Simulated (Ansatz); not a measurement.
C2H9N3 (`CNC(N)N`) at its PBE0-D4/def2-TZVP geometry, where that method's forces vanish. Total charge 0; spin multiplicity 1.

```xyz
14

C     0.6189   -1.5229   -0.6884
N     0.8651   -0.2490   -0.0524
C    -0.2703    0.6524   -0.0467
N     0.2452    1.9303    0.3761
N    -1.3618    0.1758    0.7781
H    -0.0837   -2.1131   -0.0949
H     0.2092   -1.4400   -1.7092
H     1.5501   -2.0891   -0.7415
H     1.6351    0.2295   -0.5036
H    -0.6954    0.7829   -1.0576
H    -0.5241    2.5800    0.4809
H     0.6792    1.8221    1.2871
H    -0.9935   -0.1902    1.6506
H    -1.8741   -0.5686    0.3215
```

What forces (eV/Å) does PBE-D4/def2-TZVPP give on these atoms in Ansatz? (Estimate.)

The calculation gave: 
```
C1   0.018 -0.104 -0.041
N2   0.131 -0.100  0.278
C3  -0.036  0.012 -0.049
N4   0.271  0.207 -0.252
N5  -0.307  0.258  0.059
H6  -0.154 -0.128  0.116
H7  -0.096 -0.005 -0.233
H8   0.184 -0.122 -0.016
H9   0.291  0.166 -0.148
H10 -0.125  0.032 -0.243
H11 -0.253  0.228  0.046
H12  0.150 -0.024  0.318
H13  0.125 -0.140  0.308
H14 -0.200 -0.279 -0.144
```
